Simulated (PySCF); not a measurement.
Gas-phase reaction: BCl + Cl2 = BCl3

Method: PySCF energies plus ideal-gas RRHO corrections (1 bar). 'Table' is the NASA 1993 thermochemical table (part measured, part estimated). After a fit of one offset per element over all species, the range-separated, M06-2X, PBE0/def2-QZVP and CCSD(T)/def2-TZVPP enthalpies, where run, lie to one side of the table for BCl (+35 kJ/mol): a fault of the table's entry, another state or a shared error of the levels is possible; this was not checked at source. † marks an energy on the PBE0/def2-TZVP geometry and frequencies. All species are closed-shell singlets. For this reaction the table lies outside the span of B3LYP, CCSD(T), M06-2X, MP2, PBE0, r2SCAN, ωB97M-V, ωB97X-V in their largest bases here; which side is off was not settled. The table's entry may be an old estimate for BCl (not checked at source).

r2SCAN/def2-TZVP† gives ΔH°(298 K) = -620.9 kJ.

Question: What does ωB97X-V/def2-TZVP† give, and where does the table lie?

Answer: ωB97X-V/def2-TZVP†: -603.7 kJ. Table: -544.4 kJ.
